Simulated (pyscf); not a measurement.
Thermochemistry of product channels of H₃C–InH₂ + H₂S on the singlet surface, in kcal/mol, from ωB97M-D3(BJ)/def2-TZVP energies (ideal gas, 1 atm, RRHO with modes under 100 cm⁻¹ raised to 100, one conformer, R ln 2 for chiral ones without a mode under 150 cm⁻¹). Optimised with ωB97X-D3(BJ)/def2-SVP in PySCF.

```
products                       ΔE  ΔH(298 K)  ΔG(600 K)  ΔG(900 K)
--------------------------  -----  ---------  ---------  ---------
H₃C–InH–SH + hydrogen (H₂)  -19.0      -19.2      -14.3          …
methane (CH₄) + HS–InH₂         …      -28.5      -24.4      -22.1
```

Fill in the missing entries.


- H₃C–InH–SH + hydrogen (H₂), ΔG(900 K): -12.5
- methane (CH₄) + HS–InH₂, ΔE: -30.6

These are energies of the channels, which say nothing of barriers. Elements past Kr carry the def2 core potentials, without spin-orbit coupling.
